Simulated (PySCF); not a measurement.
## NaLi, CCSD(T): how much the basis matters

PySCF, RHF reference; singlet, unpaired electrons none; De to Na + Li without counterpoise correction. Frozen cores follow the default of each basis and core potential.

```
        basis     relativity  functions  Re (Å)  ωe (cm⁻¹)  De (eV)  frozen orbitals
  aug-pcseg-1  no relativity         27   2.979        236     0.73                1
   6-31G(d,p)  no relativity         32   2.944        252     0.80                1
      pcseg-2  no relativity         34   2.887        257     0.81                1
jorge-DZP-DKH  spin-free X2C         39   2.927        249     0.86                1
```

(1) How does each smaller set differ from the one with most functions, jorge-DZP-DKH?

Correlated steps freeze 1 core orbital. Correlated levels converge slowly with the basis: in double zeta they bind strong bonds too weakly, by up to about 1 eV, and carry superposition errors of some tenths. Where the molecule has an RHF reference, its open-shell atoms are computed with UHF.

Results:

(1) aug-pcseg-1: +5.2 pm, -5.2 % in ωe, -0.13 eV in De; 6-31G(d,p): +1.7 pm, +1.2 % in ωe, -0.06 eV in De; pcseg-2: -4.0 pm, +3.2 % in ωe, -0.05 eV in De. All at CCSD(T); the set with most functions is neither the basis-set limit nor always the best. The rows treat relativity differently, so the differences are not basis effects alone.
